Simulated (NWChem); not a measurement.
# Li$_{2}$; SMILES [Li][Li]

```xyz
2

Li     0.0000     0.0000    -1.3635
Li     0.0000     0.0000     1.3635
```
Atoms are numbered in this order, from 1.

Geometry: optimised at B3LYP/6-31G* (spherical d).

Question: List the 6 lowest vertical singlet excitations and the 6 lowest triplet ones from B3LYP/def2-SVPD, TDA (NWChem).

Answer: 
```
state  energy (eV)  oscillator strength  leading excitation (squared amplitude)
-----  -----------  -------------------  --------------------------------------
S1            2.09                0.657                      HOMO → LUMO (0.98)
S2            2.72                0.709                    HOMO → LUMO+1 (0.98)
S3            2.72                0.709                    HOMO → LUMO+2 (0.98)
S4            2.74                0.000                    HOMO → LUMO+3 (0.91)
S5            3.15                0.000                    HOMO → LUMO+4 (1.00)
S6            3.15                0.000                    HOMO → LUMO+5 (1.00)
T1            1.10       spin-forbidden                      HOMO → LUMO (0.99)
T2            1.37       spin-forbidden                    HOMO → LUMO+1 (0.98)
T3            1.37       spin-forbidden                    HOMO → LUMO+2 (0.98)
T4            1.81       spin-forbidden                    HOMO → LUMO+3 (0.97)
T5            2.94       spin-forbidden                    HOMO → LUMO+4 (0.97)
T6            2.94       spin-forbidden                    HOMO → LUMO+5 (0.97)
```
